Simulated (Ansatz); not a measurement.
The same path of CH5BCl (8 atoms, charge 0, multiplicity 2) was run twice with different band settings.

All numbers below come from Ansatz, UKS B3LYP-D4/def2-SVP.

Relaxed end points:

```xyz
8
Properties=species:S:1:pos:R:3
B 0.174 0.005 0.453
H -0.247 -1.142 0.861
C 1.401 0.048 -0.526
H 1.393 -0.781 -1.251
H 1.420 0.996 -1.094
H 2.353 0.005 0.031
H -0.970 -0.362 -0.012
Cl -0.050 1.232 1.737
```

```xyz
8
Properties=species:S:1:pos:R:3
B 0.178 -0.026 0.458
H -0.796 0.793 0.252
C 1.408 0.016 -0.519
H 2.011 -0.906 -0.442
H 1.113 0.143 -1.573
H 2.087 0.847 -0.256
H -0.915 -0.580 0.062
Cl 0.386 -0.286 2.218
```

Common settings: movable images 9; climbing image yes; optimiser quadratic models (default); start path through a guess of the saddle point; force threshold 0.05 eV/Å; iteration limit 60; end points relaxed.

| run | spring |
| --- | --- |
| 1 | 5.0 eV/Å² |
| 2 | 2.0 to 10.0 eV/Å², energy-weighted |

(1) What does each run give, and how far can it be trusted?

Results:

(1) Run 1: converged after 14 iterations, highest image 1.045 eV above the first end. A vibrational analysis at the climbing image gives one clearly imaginary mode, 273i cm⁻¹: a first-order saddle point.
Run 2: converged after 16 iterations, highest image 1.045 eV above the first end. Another band between the same ends (9 images) ends at a top of the same energy, where a vibrational analysis finds 1 clearly imaginary mode.
